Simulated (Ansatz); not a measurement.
A nudged elastic band was laid between two geometries of C₄H₁₂N₂ (18 atoms, charge 0, multiplicity 1).

Theory: RKS PBE-D4/def2-SVP (Ansatz).

```
movable images  : 7
climbing image  : yes
spring          : 5.0 eV/Å²
optimiser       : quadratic models (default)
start path      : through a guess of the saddle point
force threshold : 0.05 eV/Å
iteration limit : 54
end points      : relaxed
```

First end point:

```xyz
18
Properties=species:S:1:pos:R:3
C 0.393 -0.564 1.450
C 0.698 -0.066 0.032
C 1.167 -1.210 -0.872
C -0.494 0.706 -0.606
N -1.640 -0.178 -0.757
N -0.851 1.967 0.061
H -0.374 -1.367 1.445
H 1.300 -0.989 1.925
H 0.033 0.253 2.111
H 1.524 0.679 0.110
H 1.462 -0.836 -1.874
H 0.345 -1.938 -1.022
H 2.039 -1.742 -0.439
H -0.167 0.993 -1.633
H -2.415 0.371 -1.153
H -1.967 -0.476 0.173
H -0.051 2.617 0.041
H -1.040 1.790 1.059
```

Last end point:

```xyz
18
Properties=species:S:1:pos:R:3
C 0.454 -0.473 1.510
C 0.693 -0.053 0.057
C 1.070 -1.252 -0.822
C -0.509 0.740 -0.541
N -1.711 -0.086 -0.528
N -0.855 1.977 0.149
H -0.426 -1.143 1.581
H 1.336 -1.000 1.927
H 0.257 0.406 2.158
H 1.549 0.661 0.032
H 1.202 -0.955 -1.884
H 0.293 -2.045 -0.781
H 2.019 -1.718 -0.485
H -0.187 1.048 -1.574
H -2.482 0.460 -0.931
H -1.587 -0.914 -1.122
H -0.041 2.602 0.186
H -1.113 1.757 1.121
```

Q: What changes between the two ends?

A: No bond is made or broken. The height of N5 over the plane of its neighbours goes from -0.41 to 0.39 Å.

Q: Give the energies along the band, and the barrier.

A: The forces met the threshold. The highest image is number 5 of 0 to 8, 4.8 kcal/mol above the first end and 4.6 kcal/mol above the last; the last end lies 0.2 kcal/mol above the first. A vibrational analysis at the climbing image gives one clearly imaginary mode, 611i cm⁻¹: a first-order saddle point.

```
image  path coordinate (Å)  energy (kcal/mol)  height of N5 over the plane of its neighbours (Å)
    0                 0.00                0.0                                              -0.41
    1                 0.25                0.1                                              -0.41
    2                 0.50                0.3                                              -0.41
    3                 0.75                1.0                                              -0.38
    4                 1.00                2.7                                              -0.26
    5                 1.25                4.8                                              -0.02
    6                 1.58                1.8                                               0.29
    7                 1.90                0.4                                               0.39
    8                 2.23                0.2                                               0.39
```

Q: What is the geometry of the highest image?

A: 
```xyz
18
Properties=species:S:1:pos:R:3
C 0.394 -0.503 1.476
C 0.685 -0.057 0.040
C 1.098 -1.235 -0.850
C -0.482 0.765 -0.591
N -1.656 -0.041 -0.694
N -0.818 2.015 0.100
H -0.448 -1.223 1.523
H 1.279 -0.994 1.930
H 0.127 0.361 2.120
H 1.542 0.654 0.073
H 1.293 -0.903 -1.891
H 0.307 -2.013 -0.895
H 2.019 -1.726 -0.472
H -0.098 1.093 -1.597
H -2.525 0.386 -0.997
H -1.663 -1.017 -0.426
H 0.000 2.638 0.134
H -1.091 1.808 1.071
```

Q: What are the harmonic wavenumbers there?

A: 611i, 99, 183, 229, 236, 262, 290, 324, 346, 441, 510, 613, 739, 827, 892, 897, 929, 966, 1042, 1051, 1119, 1161, 1172, 1227, 1283, 1288, 1319, 1342, 1357, 1382, 1403, 1412, 1421, 1430, 1523, 1549, 2804, 2954, 2962, 2967, 3046, 3049, 3053, 3057, 3377, 3478, 3569, 3704 cm⁻¹.

Time of the run: 3.2 min on 2 threads of Arm Neoverse V2 (shared host), peak memory 0.2 GiB.
